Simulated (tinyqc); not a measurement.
UHF in the sto-3g basis, for H2O+, spin multiplicity 2, step by step (part 2 of 3). Computed by tinyqc, a small Python program that keeps every step (integrals from PySCF). Command: `OMP_NUM_THREADS=1 python tinyqc.py 27072 27073 out.jsonl` (the two numbers bound the seeds that draw the settings). One thread of a shared host (Intel(R) Xeon(R) Processor @ 2.60GHz), about 0.2 s of CPU time with the checks.

Geometry (angstrom):
```
atom        x         y        z
O     0.00000   0.00000  0.00000
H     0.00000   0.76900  0.67000
H     0.00000  -0.76900  0.67000
```

## Iteration 2: building the Fock matrix

D(alpha) after iteration 1, order 1O 1s, 1O 2s, 1O 2px, 1O 2py, 1O 2pz, 2H 1s, 3H 1s:
$$\begin{pmatrix}
0.96213 & -0.25376 & -0.05628 & -0.07862 & 0.03054 & -0.00917 & -0.02869 \\
-0.25376 & 1.15593 & 0.11378 & -0.04472 & 0.07592 & -0.03743 & -0.16424 \\
-0.05628 & 0.11378 & 0.92717 & 0.05154 & 0.04039 & -0.22514 & -0.02731 \\
-0.07862 & -0.04472 & 0.05154 & 0.80401 & 0.08809 & 0.07399 & -0.05803 \\
0.03054 & 0.07592 & 0.04039 & 0.08809 & 1.00804 & -0.13310 & 0.00917 \\
-0.00917 & -0.03743 & -0.22514 & 0.07399 & -0.13310 & 0.14151 & -0.02987 \\
-0.02869 & -0.16424 & -0.02731 & -0.05803 & 0.00917 & -0.02987 & 0.30122
\end{pmatrix}$$

D(beta) after iteration 1, order 1O 1s, 1O 2s, 1O 2px, 1O 2py, 1O 2pz, 2H 1s, 3H 1s:
$$\begin{pmatrix}
0.95963 & -0.25094 & -0.09125 & -0.11663 & 0.01474 & -0.00332 & -0.01080 \\
-0.25094 & 1.16900 & 0.21752 & 0.05127 & 0.12589 & -0.06213 & -0.22762 \\
-0.09125 & 0.21752 & 0.62753 & -0.31871 & -0.05916 & -0.21063 & 0.02850 \\
-0.11663 & 0.05127 & -0.31871 & 0.36882 & -0.06598 & 0.10510 & 0.06190 \\
0.01474 & 0.12589 & -0.05916 & -0.06598 & 0.94048 & -0.09353 & 0.07055 \\
-0.00332 & -0.06213 & -0.21063 & 0.10510 & -0.09353 & 0.13152 & -0.05466 \\
-0.01080 & -0.22762 & 0.02850 & 0.06190 & 0.07055 & -0.05466 & 0.18858
\end{pmatrix}$$

core Hamiltonian H = T + V (hartree), order 1O 1s, 1O 2s, 1O 2px, 1O 2py, 1O 2pz, 2H 1s, 3H 1s:
$$\begin{pmatrix}
-32.65293 & -7.59671 & 0.00000 & 0.00000 & -0.01796 & -1.50418 & -1.50418 \\
-7.59671 & -9.27227 & 0.00000 & 0.00000 & -0.21559 & -3.35961 & -3.35961 \\
0.00000 & 0.00000 & -7.40633 & 0.00000 & 0.00000 & 0.00000 & 0.00000 \\
0.00000 & 0.00000 & 0.00000 & -7.52917 & 0.00000 & -1.78902 & 1.78902 \\
-0.01796 & -0.21559 & 0.00000 & 0.00000 & -7.49958 & -1.62805 & -1.62805 \\
-1.50418 & -3.35961 & 0.00000 & -1.78902 & -1.62805 & -4.84221 & -1.47806 \\
-1.50418 & -3.35961 & 0.00000 & 1.78902 & -1.62805 & -1.47806 & -4.84221
\end{pmatrix}$$

nuclear repulsion = 8.6454420 hartree

Given earlier and not repeated: Two-electron integrals (ij|kl) in chemists' order.

J_ij = sum D_kl (ij|kl) with D = D(alpha) + D(beta), K_ij = sum D_kl (ik|jl) for each spin; F = H + J - K(s); E = tr D H + tr D J / 2 - 0.5 sum_s tr D(s) K(s) + E_nn.

Coulomb J (hartree), order 1O 1s, 1O 2s, 1O 2px, 1O 2py, 1O 2pz, 2H 1s, 3H 1s:
$$\begin{pmatrix}
16.27360 & 3.08738 & 0.01021 & -0.00529 & 0.01625 & 0.61050 & 0.61083 \\
3.08738 & 7.67632 & 0.06403 & 0.00441 & 0.08846 & 2.74528 & 2.74743 \\
0.01021 & 0.06403 & 7.65884 & -0.03196 & -0.00751 & 0.01050 & 0.02196 \\
-0.00529 & 0.00441 & -0.03196 & 7.64462 & -0.00270 & 1.59547 & -1.59699 \\
0.01625 & 0.08846 & -0.00751 & -0.00270 & 7.70409 & 1.42290 & 1.42822 \\
0.61050 & 2.74528 & 0.01050 & 1.59547 & 1.42290 & 4.40861 & 1.21552 \\
0.61083 & 2.74743 & 0.02196 & -1.59699 & 1.42822 & 1.21552 & 4.44493
\end{pmatrix}$$

exchange K(alpha) (hartree), order 1O 1s, 1O 2s, 1O 2px, 1O 2py, 1O 2pz, 2H 1s, 3H 1s:
$$\begin{pmatrix}
4.43287 & 0.75968 & -0.04558 & -0.09373 & 0.03818 & 0.14029 & 0.16063 \\
0.75968 & 1.36893 & 0.01045 & -0.05290 & 0.03698 & 0.48560 & 0.49746 \\
-0.04558 & 0.01045 & 1.10164 & 0.00841 & -0.00474 & -0.06138 & -0.01269 \\
-0.09373 & -0.05290 & 0.00841 & 1.06860 & 0.04520 & 0.25247 & -0.28345 \\
0.03818 & 0.03698 & -0.00474 & 0.04520 & 1.14549 & 0.20420 & 0.24004 \\
0.14029 & 0.48560 & -0.06138 & 0.25247 & 0.20420 & 0.37132 & 0.16295 \\
0.16063 & 0.49746 & -0.01269 & -0.28345 & 0.24004 & 0.16295 & 0.46941
\end{pmatrix}$$

exchange K(beta) (hartree), order 1O 1s, 1O 2s, 1O 2px, 1O 2py, 1O 2pz, 2H 1s, 3H 1s:
$$\begin{pmatrix}
4.40860 & 0.72890 & -0.05075 & -0.09908 & 0.03980 & 0.13051 & 0.15258 \\
0.72890 & 1.16575 & 0.12772 & 0.10459 & 0.08806 & 0.44038 & 0.35602 \\
-0.05075 & 0.12772 & 0.80489 & -0.30711 & -0.07695 & -0.09264 & 0.09916 \\
-0.09908 & 0.10459 & -0.30711 & 0.61753 & -0.05545 & 0.21408 & -0.08891 \\
0.03980 & 0.08806 & -0.07695 & -0.05545 & 1.06177 & 0.19866 & 0.25734 \\
0.13051 & 0.44038 & -0.09264 & 0.21408 & 0.19866 & 0.33740 & 0.14250 \\
0.15258 & 0.35602 & 0.09916 & -0.08891 & 0.25734 & 0.14250 & 0.27231
\end{pmatrix}$$

F(alpha) (hartree), order 1O 1s, 1O 2s, 1O 2px, 1O 2py, 1O 2pz, 2H 1s, 3H 1s:
$$\begin{pmatrix}
-20.81220 & -5.26902 & 0.05579 & 0.08844 & -0.03990 & -1.03396 & -1.05397 \\
-5.26902 & -2.96488 & 0.05358 & 0.05731 & -0.16410 & -1.09993 & -1.10965 \\
0.05579 & 0.05358 & -0.84913 & -0.04036 & -0.00276 & 0.07188 & 0.03466 \\
0.08844 & 0.05731 & -0.04036 & -0.95314 & -0.04790 & -0.44601 & 0.47548 \\
-0.03990 & -0.16410 & -0.00276 & -0.04790 & -0.94098 & -0.40935 & -0.43987 \\
-1.03396 & -1.09993 & 0.07188 & -0.44601 & -0.40935 & -0.80492 & -0.42549 \\
-1.05397 & -1.10965 & 0.03466 & 0.47548 & -0.43987 & -0.42549 & -0.86669
\end{pmatrix}$$

F(beta) (hartree), order 1O 1s, 1O 2s, 1O 2px, 1O 2py, 1O 2pz, 2H 1s, 3H 1s:
$$\begin{pmatrix}
-20.78792 & -5.23823 & 0.06096 & 0.09379 & -0.04151 & -1.02418 & -1.04592 \\
-5.23823 & -2.76171 & -0.06369 & -0.10018 & -0.21518 & -1.05471 & -0.96821 \\
0.06096 & -0.06369 & -0.55237 & 0.27516 & 0.06945 & 0.10314 & -0.07720 \\
0.09379 & -0.10018 & 0.27516 & -0.50208 & 0.05276 & -0.40762 & 0.28094 \\
-0.04151 & -0.21518 & 0.06945 & 0.05276 & -0.85725 & -0.40381 & -0.45717 \\
-1.02418 & -1.05471 & 0.10314 & -0.40762 & -0.40381 & -0.77100 & -0.40504 \\
-1.04592 & -0.96821 & -0.07720 & 0.28094 & -0.45717 & -0.40504 & -0.66959
\end{pmatrix}$$

total energy of this density = -69.8069236 hartree

This density is a damped mixture and is not idempotent.

## Iteration 2: DIIS over 2 matrices

error matrix X^T (FDS - SDF) X (alpha):
$$\begin{pmatrix}
0.00000 & 0.09936 & 0.79017 & 1.58368 & -0.66773 & 0.38646 & 0.58736 \\
-0.09936 & 0.00000 & 0.14960 & 0.25690 & -0.06357 & 0.13328 & 0.18955 \\
-0.79017 & -0.14960 & 0.00000 & -0.03991 & -0.04680 & 0.04884 & 0.00614 \\
-1.58368 & -0.25690 & 0.03991 & 0.00000 & 0.02256 & 0.11084 & -0.09856 \\
0.66773 & 0.06357 & 0.04680 & -0.02256 & 0.00000 & 0.17688 & 0.10388 \\
-0.38646 & -0.13328 & -0.04884 & -0.11084 & -0.17688 & 0.00000 & -0.01000 \\
-0.58736 & -0.18955 & -0.00614 & 0.09856 & -0.10388 & 0.01000 & 0.00000
\end{pmatrix}$$

B (overlaps of the stored error matrices):
$$\begin{pmatrix}
4.6704207e+02 & 9.2023911e+01 \\
9.2023911e+01 & 1.8648761e+01
\end{pmatrix}$$

Minimise |sum c_i e_i|^2 with sum c_i = 1: solve [B -1; -1 0][c; lambda] = [0; -1] with B_ij = tr e_i^T e_j summed over both spins, and take F = sum c_i F_i.

DIIS coefficients: [-0.24325, 1.24325]

extrapolated F(alpha) (hartree), order 1O 1s, 1O 2s, 1O 2px, 1O 2py, 1O 2pz, 2H 1s, 3H 1s:
$$\begin{pmatrix}
-20.34971 & -5.21424 & 0.01317 & 0.01305 & -0.01542 & -1.04083 & -1.04007 \\
-5.21424 & -2.81744 & 0.04900 & 0.05466 & -0.18855 & -1.06308 & -1.08236 \\
0.01317 & 0.04900 & -0.70430 & -0.05261 & -0.01062 & 0.05056 & 0.03216 \\
0.01305 & 0.05466 & -0.05261 & -0.82423 & -0.02453 & -0.42722 & 0.47459 \\
-0.01542 & -0.18855 & -0.01062 & -0.02453 & -0.77279 & -0.40734 & -0.44411 \\
-1.04083 & -1.06308 & 0.05056 & -0.42722 & -0.40734 & -0.76477 & -0.41718 \\
-1.04007 & -1.08236 & 0.03216 & 0.47459 & -0.44411 & -0.41718 & -0.83884
\end{pmatrix}$$

extrapolated F(beta) (hartree), order 1O 1s, 1O 2s, 1O 2px, 1O 2py, 1O 2pz, 2H 1s, 3H 1s:
$$\begin{pmatrix}
-20.32248 & -5.18299 & 0.02276 & 0.02437 & -0.01301 & -1.03010 & -1.03424 \\
-5.18299 & -2.61804 & -0.07044 & -0.09684 & -0.22246 & -1.02103 & -0.96138 \\
0.02276 & -0.07044 & -0.35981 & 0.31713 & 0.06189 & 0.09697 & -0.08169 \\
0.02437 & -0.09684 & 0.31713 & -0.31364 & 0.07738 & -0.36820 & 0.28979 \\
-0.01301 & -0.22246 & 0.06189 & 0.07738 & -0.70360 & -0.39483 & -0.45207 \\
-1.03010 & -1.02103 & 0.09697 & -0.36820 & -0.39483 & -0.73037 & -0.41134 \\
-1.03424 & -0.96138 & -0.08169 & 0.28979 & -0.45207 & -0.41134 & -0.70253
\end{pmatrix}$$

## Iteration 2: diagonalisation and new density

X, order 1O 1s, 1O 2s, 1O 2px, 1O 2py, 1O 2pz, 2H 1s, 3H 1s:
$$\begin{pmatrix}
1.02393 & -0.14012 & 0.00000 & 0.00000 & -0.00952 & 0.02049 & 0.02049 \\
-0.14012 & 1.20050 & 0.00000 & 0.00000 & 0.09797 & -0.25798 & -0.25798 \\
0.00000 & 0.00000 & 1.00000 & 0.00000 & 0.00000 & 0.00000 & 0.00000 \\
0.00000 & 0.00000 & 0.00000 & 1.08705 & 0.00000 & -0.19845 & 0.19845 \\
-0.00952 & 0.09797 & 0.00000 & 0.00000 & 1.05375 & -0.14204 & -0.14204 \\
0.02049 & -0.25798 & 0.00000 & -0.19845 & -0.14204 & 1.17227 & -0.08732 \\
0.02049 & -0.25798 & 0.00000 & 0.19845 & -0.14204 & -0.08732 & 1.17227
\end{pmatrix}$$

overlap S, order 1O 1s, 1O 2s, 1O 2px, 1O 2py, 1O 2pz, 2H 1s, 3H 1s:
$$\begin{pmatrix}
1.00000 & 0.23670 & 0.00000 & 0.00000 & 0.00000 & 0.04649 & 0.04649 \\
0.23670 & 1.00000 & 0.00000 & 0.00000 & 0.00000 & 0.43457 & 0.43457 \\
0.00000 & 0.00000 & 1.00000 & 0.00000 & 0.00000 & 0.00000 & 0.00000 \\
0.00000 & 0.00000 & 0.00000 & 1.00000 & 0.00000 & 0.27964 & -0.27964 \\
0.00000 & 0.00000 & 0.00000 & 0.00000 & 1.00000 & 0.24364 & 0.24364 \\
0.04649 & 0.43457 & 0.00000 & 0.27964 & 0.24364 & 1.00000 & 0.24312 \\
0.04649 & 0.43457 & 0.00000 & -0.27964 & 0.24364 & 0.24312 & 1.00000
\end{pmatrix}$$

Diagonalise F' = X^T F X, C = X C', fill 5 alpha and 4 beta electrons from the bottom; D(s) = C_occ C_occ^T; the new density keeps 0.2 of the old one (damping). Each column has its largest component positive (the first on a tie).

F' = X^T F X (alpha) (hartree):
$$\begin{pmatrix}
-19.97039 & -2.68006 & 0.00842 & 0.00797 & -0.03026 & -0.14482 & -0.13917 \\
-2.68006 & -1.69793 & 0.03459 & 0.05191 & -0.01765 & -0.44937 & -0.43961 \\
0.00842 & 0.03459 & -0.70430 & -0.06084 & -0.01827 & 0.05605 & 0.01199 \\
0.00797 & 0.05191 & -0.06084 & -0.61519 & -0.03571 & -0.36822 & 0.38970 \\
-0.03026 & -0.01765 & -0.01827 & -0.03571 & -0.65610 & -0.24638 & -0.29518 \\
-0.14482 & -0.44937 & 0.05605 & -0.36822 & -0.24638 & -0.28273 & -0.09008 \\
-0.13917 & -0.43961 & 0.01199 & 0.38970 & -0.29518 & -0.09008 & -0.34604
\end{pmatrix}$$

orbital energies (alpha) (hartree): MO1 -20.35962, MO2 -1.64704, MO3 -0.99136, MO4 -0.79014, MO5 -0.70145, MO6 0.05760, MO7 0.15932

coefficients C (alpha), order 1O 1s, 1O 2s, 1O 2px, 1O 2py, 1O 2pz, 2H 1s, 3H 1s:
$$\begin{pmatrix}
0.99377 & -0.23945 & -0.01293 & 0.09488 & -0.03358 & 0.11641 & 0.01542 \\
0.02745 & 0.88244 & 0.04882 & -0.45023 & 0.16041 & -0.76491 & -0.09038 \\
-0.00071 & -0.05315 & 0.10501 & 0.17125 & 0.97472 & 0.04053 & 0.07134 \\
-0.00090 & -0.05859 & 0.72881 & -0.00178 & -0.02245 & 0.07547 & -0.84832 \\
0.00367 & 0.19083 & 0.08531 & 0.81409 & -0.11437 & -0.66400 & 0.00235 \\
-0.00534 & 0.09474 & 0.34531 & 0.10467 & -0.14694 & 0.72429 & 0.90719 \\
-0.00601 & 0.13003 & -0.32879 & 0.29128 & 0.01235 & 0.84325 & -0.76632
\end{pmatrix}$$

F' = X^T F X (beta) (hartree):
$$\begin{pmatrix}
-19.94719 & -2.67291 & 0.03290 & 0.03705 & -0.02240 & -0.14558 & -0.14568 \\
-2.67291 & -1.51577 & -0.08563 & -0.08807 & -0.05755 & -0.42732 & -0.38896 \\
0.03290 & -0.08563 & -0.35981 & 0.30928 & 0.05593 & 0.06772 & -0.03144 \\
0.03705 & -0.08807 & 0.30928 & -0.11076 & 0.07859 & -0.36141 & 0.30351 \\
-0.02240 & -0.05755 & 0.05593 & 0.07859 & -0.58664 & -0.25284 & -0.29346 \\
-0.14558 & -0.42732 & 0.06772 & -0.36141 & -0.25284 & -0.27123 & -0.09277 \\
-0.14568 & -0.38896 & -0.03144 & 0.30351 & -0.29346 & -0.09277 & -0.27395
\end{pmatrix}$$

orbital energies (beta) (hartree): MO1 -20.33118, MO2 -1.48304, MO3 -0.79843, MO4 -0.70774, MO5 -0.20749, MO6 0.07964, MO7 0.38288

coefficients C (beta), order 1O 1s, 1O 2s, 1O 2px, 1O 2py, 1O 2pz, 2H 1s, 3H 1s:
$$\begin{pmatrix}
0.99422 & -0.23077 & -0.02155 & 0.10881 & 0.03298 & 0.11740 & 0.00994 \\
0.02559 & 0.84936 & 0.10139 & -0.51058 & -0.12856 & -0.77048 & -0.01831 \\
-0.00103 & 0.02341 & -0.46396 & -0.36929 & 0.75534 & 0.07705 & 0.26710 \\
-0.00130 & 0.05831 & 0.52258 & 0.10113 & 0.01594 & 0.03990 & 0.98584 \\
0.00344 & 0.24977 & -0.29535 & 0.72389 & 0.20009 & -0.66217 & 0.09110 \\
-0.00501 & 0.14211 & 0.32060 & 0.26197 & 0.49762 & 0.74609 & -0.71586 \\
-0.00575 & 0.10951 & -0.39908 & 0.14974 & -0.48425 & 0.82148 & 0.63666
\end{pmatrix}$$

D(alpha) after iteration 2, order 1O 1s, 1O 2s, 1O 2px, 1O 2py, 1O 2pz, 2H 1s, 3H 1s:
$$\begin{pmatrix}
1.03659 & -0.23695 & -0.01591 & -0.01229 & 0.03645 & -0.01591 & -0.01024 \\
-0.23695 & 1.03941 & 0.05272 & -0.02410 & -0.15458 & 0.01621 & -0.05735 \\
-0.01591 & 0.05272 & 0.98005 & 0.05627 & 0.02947 & -0.12028 & 0.01093 \\
-0.01229 & -0.02410 & 0.05627 & 0.58889 & 0.05930 & 0.21418 & -0.21004 \\
0.03645 & -0.15458 & 0.02947 & 0.05930 & 0.77724 & 0.09301 & 0.18780 \\
-0.01591 & 0.01621 & -0.12028 & 0.21418 & 0.09301 & 0.15693 & -0.06398 \\
-0.01024 & -0.05735 & 0.01093 & -0.21004 & 0.18780 & -0.06398 & 0.22828
\end{pmatrix}$$

D(beta) after iteration 2, order 1O 1s, 1O 2s, 1O 2px, 1O 2py, 1O 2pz, 2H 1s, 3H 1s:
$$\begin{pmatrix}
1.03515 & -0.23283 & -0.04754 & -0.03534 & 0.02767 & -0.01361 & -0.00704 \\
-0.23283 & 1.02823 & 0.17260 & 0.05093 & -0.12467 & 0.00303 & -0.06477 \\
-0.04754 & 0.17260 & 0.40725 & -0.28649 & -0.11139 & -0.23585 & 0.11164 \\
-0.03534 & 0.05093 & -0.28649 & 0.30314 & -0.06646 & 0.18288 & -0.13723 \\
0.02767 & -0.12467 & -0.11139 & -0.06646 & 0.72700 & 0.08563 & 0.21699 \\
-0.01361 & 0.00303 & -0.23585 & 0.18288 & 0.08563 & 0.17961 & -0.06943 \\
-0.00704 & -0.06477 & 0.11164 & -0.13723 & 0.21699 & -0.06943 & 0.19269
\end{pmatrix}$$

## Iteration 28 (converged): orbitals

converged F(alpha) (hartree), order 1O 1s, 1O 2s, 1O 2px, 1O 2py, 1O 2pz, 2H 1s, 3H 1s:
$$\begin{pmatrix}
-21.01143 & -5.35111 & 0.00000 & 0.00000 & -0.02530 & -1.06840 & -1.06840 \\
-5.35111 & -3.10762 & 0.00000 & 0.00000 & -0.15397 & -1.16873 & -1.16873 \\
0.00000 & 0.00000 & -1.09803 & 0.00000 & 0.00000 & 0.00000 & 0.00000 \\
0.00000 & 0.00000 & 0.00000 & -0.98786 & 0.00000 & -0.50662 & 0.50662 \\
-0.02530 & -0.15397 & 0.00000 & 0.00000 & -1.01030 & -0.49679 & -0.49679 \\
-1.06840 & -1.16873 & 0.00000 & -0.50662 & -0.49679 & -0.89023 & -0.45962 \\
-1.06840 & -1.16873 & 0.00000 & 0.50662 & -0.49679 & -0.45962 & -0.89023
\end{pmatrix}$$

converged F(beta) (hartree), order 1O 1s, 1O 2s, 1O 2px, 1O 2py, 1O 2pz, 2H 1s, 3H 1s:
$$\begin{pmatrix}
-20.98184 & -5.30969 & 0.00000 & 0.00000 & -0.02488 & -1.05878 & -1.05878 \\
-5.30969 & -2.90228 & 0.00000 & 0.00000 & -0.13496 & -1.12191 & -1.12191 \\
0.00000 & 0.00000 & -0.20929 & 0.00000 & 0.00001 & 0.00000 & 0.00000 \\
0.00000 & 0.00000 & 0.00000 & -0.89321 & 0.00000 & -0.50454 & 0.50454 \\
-0.02488 & -0.13496 & 0.00001 & 0.00000 & -0.93589 & -0.49197 & -0.49197 \\
-1.05878 & -1.12191 & 0.00000 & -0.50454 & -0.49197 & -0.91342 & -0.45158 \\
-1.05878 & -1.12191 & 0.00000 & 0.50454 & -0.49197 & -0.45158 & -0.91342
\end{pmatrix}$$

Diagonalise F' = X^T F X, C = X C', fill 5 alpha and 4 beta electrons from the bottom; D(s) = C_occ C_occ^T. Each column has its largest component positive (the first on a tie).

F' = X^T F X (alpha) (hartree):
$$\begin{pmatrix}
-20.63162 & -2.70489 & 0.00000 & 0.00000 & -0.04572 & -0.14515 & -0.14515 \\
-2.70489 & -1.97228 & 0.00000 & 0.00000 & 0.03917 & -0.47414 & -0.47414 \\
0.00000 & 0.00000 & -1.09803 & 0.00000 & 0.00000 & 0.00000 & 0.00000 \\
0.00000 & 0.00000 & 0.00000 & -0.76409 & 0.00000 & -0.41284 & 0.41284 \\
-0.04572 & 0.03917 & 0.00000 & 0.00000 & -0.87263 & -0.31922 & -0.31922 \\
-0.14515 & -0.47414 & 0.00000 & -0.41284 & -0.31922 & -0.35242 & -0.09797 \\
-0.14515 & -0.47414 & 0.00000 & 0.41284 & -0.31922 & -0.09797 & -0.35242
\end{pmatrix}$$

orbital energies (alpha) (hartree): MO1 -21.02022, MO2 -1.89313, MO3 -1.14631, MO4 -1.09803, MO5 -1.05521, MO6 0.04165, MO7 0.12776

coefficients C (alpha), order 1O 1s, 1O 2s, 1O 2px, 1O 2py, 1O 2pz, 2H 1s, 3H 1s:
$$\begin{pmatrix}
0.99421 & -0.24646 & 0.00000 & 0.00000 & 0.08385 & 0.11299 & 0.00000 \\
0.02559 & 0.92645 & 0.00000 & -0.00001 & -0.41517 & -0.75644 & 0.00000 \\
0.00000 & 0.00000 & 0.00001 & 1.00000 & -0.00002 & 0.00000 & 0.00000 \\
0.00000 & 0.00000 & 0.75578 & 0.00000 & 0.00000 & 0.00000 & 0.83021 \\
0.00390 & 0.16131 & 0.00000 & 0.00002 & 0.84048 & -0.65422 & 0.00000 \\
-0.00529 & 0.08439 & 0.32180 & 0.00000 & 0.20766 & 0.79085 & -0.85388 \\
-0.00529 & 0.08439 & -0.32180 & 0.00001 & 0.20766 & 0.79085 & 0.85388
\end{pmatrix}$$

F' = X^T F X (beta) (hartree):
$$\begin{pmatrix}
-20.60814 & -2.69170 & 0.00000 & 0.00000 & -0.04817 & -0.14503 & -0.14503 \\
-2.69170 & -1.74363 & 0.00000 & 0.00000 & 0.07240 & -0.46930 & -0.46930 \\
0.00000 & 0.00000 & -0.20929 & 0.00000 & 0.00001 & 0.00000 & 0.00000 \\
0.00000 & 0.00000 & 0.00000 & -0.65650 & 0.00000 & -0.42245 & 0.42245 \\
-0.04817 & 0.07240 & 0.00001 & 0.00000 & -0.79024 & -0.32450 & -0.32450 \\
-0.14503 & -0.46930 & 0.00000 & -0.42245 & -0.32450 & -0.39455 & -0.09594 \\
-0.14503 & -0.46930 & 0.00000 & 0.42245 & -0.32450 & -0.09594 & -0.39455
\end{pmatrix}$$

orbital energies (beta) (hartree): MO1 -20.98904, MO2 -1.71947, MO3 -1.10121, MO4 -0.99557, MO5 -0.20929, MO6 0.07157, MO7 0.14611

coefficients C (beta), order 1O 1s, 1O 2s, 1O 2px, 1O 2py, 1O 2pz, 2H 1s, 3H 1s:
$$\begin{pmatrix}
0.99481 & -0.23359 & 0.00000 & 0.09843 & 0.00000 & -0.12289 & 0.00000 \\
0.02304 & 0.86189 & 0.00000 & -0.48052 & -0.00001 & 0.79326 & 0.00000 \\
0.00000 & 0.00000 & 0.00000 & -0.00001 & 1.00000 & 0.00000 & 0.00000 \\
0.00000 & 0.00000 & 0.70442 & 0.00000 & 0.00000 & 0.00000 & 0.87421 \\
0.00360 & 0.16672 & 0.00000 & 0.81471 & 0.00000 & 0.68475 & 0.00000 \\
-0.00479 & 0.13781 & 0.37263 & 0.22258 & 0.00001 & -0.77920 & -0.83295 \\
-0.00479 & 0.13781 & -0.37263 & 0.22258 & 0.00000 & -0.77920 & 0.83295
\end{pmatrix}$$

D(alpha) after iteration 28, order 1O 1s, 1O 2s, 1O 2px, 1O 2py, 1O 2pz, 2H 1s, 3H 1s:
$$\begin{pmatrix}
1.05623 & -0.23771 & 0.00000 & 0.00000 & 0.03459 & -0.00865 & -0.00865 \\
-0.23771 & 1.03134 & 0.00000 & 0.00000 & -0.19939 & -0.00816 & -0.00816 \\
0.00000 & 0.00000 & 1.00000 & 0.00000 & 0.00000 & 0.00000 & 0.00000 \\
0.00000 & 0.00000 & 0.00000 & 0.57120 & 0.00000 & 0.24321 & -0.24321 \\
0.03459 & -0.19939 & 0.00000 & 0.00000 & 0.73244 & 0.18813 & 0.18813 \\
-0.00865 & -0.00816 & 0.00000 & 0.24321 & 0.18813 & 0.15383 & -0.05328 \\
-0.00865 & -0.00816 & 0.00000 & -0.24321 & 0.18813 & -0.05328 & 0.15383
\end{pmatrix}$$

D(beta) after iteration 28, order 1O 1s, 1O 2s, 1O 2px, 1O 2py, 1O 2pz, 2H 1s, 3H 1s:
$$\begin{pmatrix}
1.05389 & -0.22570 & 0.00000 & 0.00000 & 0.04482 & -0.01505 & -0.01505 \\
-0.22570 & 0.97427 & 0.00000 & 0.00000 & -0.24770 & 0.01172 & 0.01172 \\
0.00000 & 0.00000 & 0.00000 & 0.00000 & -0.00001 & 0.00000 & 0.00000 \\
0.00000 & 0.00000 & 0.00000 & 0.49620 & 0.00000 & 0.26249 & -0.26249 \\
0.04482 & -0.24770 & -0.00001 & 0.00000 & 0.69156 & 0.20429 & 0.20430 \\
-0.01505 & 0.01172 & 0.00000 & 0.26249 & 0.20429 & 0.20741 & -0.07030 \\
-0.01505 & 0.01172 & 0.00000 & -0.26249 & 0.20430 & -0.07030 & 0.20741
\end{pmatrix}$$
